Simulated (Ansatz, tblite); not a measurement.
**[Co(H2O)6]2+ (CoH₁₂O₆ (+2)): rung by rung**

An exercise on one series of results from a longer session: the logs are not shown, and one member is left open.

Method: as each input shows; program: Ansatz 0.2.0, Gaussian basis.

Plan: GFN1-xTB, GFN2-xTB, PBE-D4/def2-TZVP, r2SCAN-D4/def2-TZVP, B2PLYP/def2-TZVP, B97M-V/def2-TZVP, PBE-D4/def2-SVP, PBE0-D4/def2-SVP, MP2/def2-TZVP, RPA/def2-TZVP.

2 further runs of the same task are left out: 2 set aside as unsound or not needed.

**The structure**

The quartet was relaxed beforehand with r2SCAN-D4/def2-SVP.

19 atoms, charge 2, spin multiplicity 4.

Bond lengths: Co1–O2 2.085 Å, Co1–O5 2.087 Å, Co1–O8 2.085 Å, Co1–O11 2.086 Å, Co1–O14 2.085 Å, Co1–O17 2.085 Å, O2–H3 0.971 Å, O2–H4 0.971 Å, O5–H6 0.971 Å, O5–H7 0.971 Å, O8–H9 0.971 Å, O8–H10 0.971 Å, O11–H12 0.971 Å, O11–H13 0.971 Å, O14–H15 0.971 Å, O14–H16 0.971 Å, O17–H18 0.971 Å, O17–H19 0.971 Å. Angles: O2–Co1–O5 179.9°, O2–Co1–O8 86.9°, O2–Co1–O11 93.2°, O2–Co1–O14 87.1°, O2–Co1–O17 92.9°, O5–Co1–O8 93.1°, O5–Co1–O11 86.7°, O5–Co1–O14 92.9°, O5–Co1–O17 87.1°, O8–Co1–O11 179.8°, O8–Co1–O14 93.0°, O8–Co1–O17 87.1°, O11–Co1–O14 87.0°, O11–Co1–O17 92.9°, O14–Co1–O17 179.9°, Co1–O2–H3 125.2°, Co1–O2–H4 127.7°, H3–O2–H4 106.5° and more.

As a file:

```xyz
19

Co    0.0012    0.0000    0.0019
O     0.0928    0.1397    2.0806
H    -0.1489    0.9232    2.6002
H     0.2466   -0.5763    2.7181
O    -0.0925   -0.1401   -2.0784
H     0.1525   -0.9221   -2.5986
H    -0.2407    0.5776   -2.7150
O     2.0845    0.0766    0.0167
H     2.6278    0.3402    0.7768
H     2.6904   -0.0124   -0.7364
O    -2.0835   -0.0774   -0.0189
H    -2.6965    0.0096    0.7286
H    -2.6192   -0.3359   -0.7859
O    -0.1857    2.0766   -0.0241
H     0.5173    2.7424    0.0426
H    -1.0029    2.5594   -0.2272
O     0.1837   -2.0772    0.0270
H    -0.5248   -2.7376   -0.0361
H     0.9976   -2.5663    0.2281
```

Formally the metal is d7. No spin-orbit coupling is included. The ion is computed in the gas phase, without counter-ions or solvent.

PBE0-D4/def2-TZVP was run before; its log isn't repeated, and its numbers join the tables.

Set-up of the first run:

Tight binding, by tblite at 300 K electronic temperature and without a spin-polarisation term:

```python
tblite.interface.Calculator('GFN1-xTB', numbers, positions, charge=2, uhf=3).singlepoint()
```

Tight binding, by tblite at 300 K electronic temperature and without a spin-polarisation term:

```python
tblite.interface.Calculator('GFN2-xTB', numbers, positions, charge=2, uhf=3).singlepoint()
```

start.molden holds the orbitals of an earlier run on this state, given as this run's starting guess.

File in.yaml:

```yaml
crystal:
  periodic: [false, false, false]
  atoms:
    - {symbol: Co, position_ang: [0.001211, -0.000004, 0.001915]}
    - {symbol: O, position_ang: [0.092797, 0.139719, 2.080620]}
    - {symbol: H, position_ang: [-0.148860, 0.923200, 2.600172]}
    - {symbol: H, position_ang: [0.246598, -0.576272, 2.718108]}
    - {symbol: O, position_ang: [-0.092450, -0.140142, -2.078389]}
    - {symbol: H, position_ang: [0.152479, -0.922124, -2.598637]}
    - {symbol: H, position_ang: [-0.240712, 0.577579, -2.714955]}
    - {symbol: O, position_ang: [2.084547, 0.076627, 0.016707]}
    - {symbol: H, position_ang: [2.627798, 0.340221, 0.776839]}
    - {symbol: H, position_ang: [2.690398, -0.012404, -0.736441]}
    - {symbol: O, position_ang: [-2.083483, -0.077444, -0.018854]}
    - {symbol: H, position_ang: [-2.696492, 0.009590, 0.728641]}
    - {symbol: H, position_ang: [-2.619153, -0.335863, -0.785912]}
    - {symbol: O, position_ang: [-0.185719, 2.076552, -0.024139]}
    - {symbol: H, position_ang: [0.517311, 2.742438, 0.042567]}
    - {symbol: H, position_ang: [-1.002892, 2.559365, -0.227192]}
    - {symbol: O, position_ang: [0.183738, -2.077160, 0.026961]}
    - {symbol: H, position_ang: [-0.524762, -2.737574, -0.036072]}
    - {symbol: H, position_ang: [0.997646, -2.566311, 0.228064]}
basis:
  gaussian: {orbitals: def2-TZVP, initial_orbitals: start.molden}
total_charge: 2
magnetization: {spin_polarized: true, initial_magnetization: 3}
hamiltonian: {xc: pbe, dispersion: d4}
scf: {omitted_lower_state_checks: [starts]}
output: {orbitals: {seedname: orbitals}}
```

The run is started by

```bash
$ ansatz run in.yaml --threads 4 --pin off --events-out ev --progress --plain --max-ram 9574MiB
```

Steps of the session up to this table: PBE-D4/def2-TZVP; r2SCAN-D4/def2-TZVP; B2PLYP/def2-TZVP; B97M-V/def2-TZVP; PBE-D4/def2-SVP; PBE0-D4/def2-SVP; MP2/def2-TZVP; RPA/def2-TZVP.

One of the session's tables, all rows but one given; the rest of the session is left out.

| level | HOMO (eV) | LUMO (eV) | gap (eV) |
| --- | --- | --- | --- |
| PBE-D4/def2-SVP | -13.04 | -12.14 | 0.90 |
| PBE-D4/def2-TZVP | -13.54 | -12.67 | 0.87 |
| r2SCAN-D4/def2-TZVP | ? | ? | ? |
| B97M-V/def2-TZVP | -14.41 | -11.61 | 2.80 |
| PBE0-D4/def2-SVP | -15.80 | -9.57 | 6.24 |
| PBE0-D4/def2-TZVP | -16.11 | -10.02 | 6.09 |

**Question.** Estimate the row for r2SCAN-D4/def2-TZVP.

The run gave: HOMO (eV): -13.99; LUMO (eV): -11.96; gap (eV): 2.03. In the column «HOMO (eV)» it lies between B97M-V/def2-TZVP (-14.41) and PBE-D4/def2-TZVP (-13.54).
